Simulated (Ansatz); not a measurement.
A nudged elastic band was laid between two geometries of CH$_{3}$S$_{2}$ (6 atoms, charge -1, multiplicity 1).

Level of theory: Ansatz, RKS PBE-D4/6-31G*.

| Quantity | Value |
| --- | --- |
| movable images | 7 |
| climbing image | yes |
| spring | 5.0 eV/Å² |
| optimiser | quadratic models (default) |
| start path | through a guess of the saddle point |
| force threshold | 0.03 eV/Å |
| iteration limit | 60 |
| end points | relaxed |

Image 0:

```xyz
6
Properties=species:S:1:pos:R:3
S 0.756 0.625 -1.567
C -0.397 0.001 -0.368
S 0.358 -0.704 1.320
H -0.978 -0.882 -0.700
H -1.112 0.758 0.003
H 1.373 0.202 1.311
```

Image 8:

```xyz
6
Properties=species:S:1:pos:R:3
S 0.396 0.540 -2.037
C -0.254 0.096 -0.439
S 1.156 -0.158 0.886
H -0.798 -0.868 -0.422
H -0.899 0.870 0.020
H 0.399 -0.480 1.993
```

(1) Which bonds break or form, and what moves?

(2) What energy profile does the band end with?

(3) What is the geometry of the highest image?

(4) What are the harmonic wavenumbers there?

The band took 8 iterations and of the order of 70 core-seconds.

## Answers

(1) No bond is made or broken. The dihedral H5–C2–S3–H6 goes from -91 to 56°.

(2) The forces met the threshold. The highest image is number 5 of 0 to 8, 3.8 kcal/mol above the first end and 1.4 kcal/mol above the last; the last end lies 2.4 kcal/mol above the first. A vibrational analysis at the climbing image gives one clearly imaginary mode, 207i cm⁻¹: a first-order saddle point. Limits of this set-up: an anion without diffuse functions, the dipole of an ion depends on the origin.

| image | path coordinate (Å) | energy (kcal/mol) | dihedral H5–C2–S3–H6 (°) |
| --- | --- | --- | --- |
| 0 | 0.00 | 0.0 | -91 |
| 1 | 0.30 | 0.3 | -74 |
| 2 | 0.59 | 1.3 | -57 |
| 3 | 0.89 | 2.5 | -39 |
| 4 | 1.18 | 3.4 | -21 |
| 5 | 1.48 | 3.8 | -2 |
| 6 | 1.78 | 3.5 | 18 |
| 7 | 2.08 | 2.8 | 37 |
| 8 | 2.38 | 2.4 | 56 |

(3) 
```xyz
6
Properties=species:S:1:pos:R:3
S 0.460 0.542 -1.994
C -0.274 0.030 -0.480
S 0.953 -0.736 0.979
H -0.975 -0.818 -0.567
H -0.762 0.831 0.107
H 0.598 0.150 1.955
```

(4) 207i, 187, 387, 634, 776, 830, 1075, 1154, 1430, 2566, 2937, 2993 cm⁻¹.

Run time: 73 s on 1 thread of Arm Neoverse V2, on a shared host, peak memory 0.1 GiB.
